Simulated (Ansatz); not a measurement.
A made-up structure of LiSiNH5 (charge +1), singlet:

Li1  (-2.790, 1.314, -0.085)
Si2  (-0.438, 0.537, -0.629)
N3  (0.539, -0.587, 0.638)
H4  (-0.191, -0.380, -1.785)
H5  (-4.061, 1.653, 0.809)
H6  (0.676, -0.130, 1.536)
H7  (1.462, -0.810, 0.269)
H8  (0.066, -1.471, 0.817)
(Å)

It is relaxed with PBE-D4/def2-SVP and then PBE0-D4/def2-TZVP (Ansatz 0.2.0). Atoms count as bonded within 1.22 times the sum of their covalent radii (H–H: 0.88 Å). The end point is not checked to be a true minimum.

Question: Does its bonding change? (A judgement: the text doesn't fix the answer.)

Answer: Computed: Yes. Formed: Si2–H5; broken: Li1–H5.

Where it ends: The first stage lowers the energy by 3.91 eV in 25 steps. It ends as LiSiNH₅ ([Li][SiH2][NH3]), total charge +1:
Li1  (-1.787, 2.819, -0.285)
Si2  (-1.330, 0.325, -0.288)
N3  (0.195, -0.393, 0.702)
H4  (-0.962, -0.377, -1.557)
H5  (-2.306, -0.625, 0.330)
H6  (0.138, -0.194, 1.699)
H7  (1.083, -0.023, 0.369)
H8  (0.233, -1.406, 0.599)
(Å)

Labels in which every atom is bracketed show which atoms are joined, not bond orders.

For scale, one of the runs: PBE0-D4/def2-TZVP relaxation, 112 basis functions, launched by `ansatz run in.yaml --threads 2 --pin off --events-out ev --progress --plain --max-ram 4352MiB`. Hardware: 2 CPU threads of an Arm Neoverse V1, shared host. Wall time about 10 s.
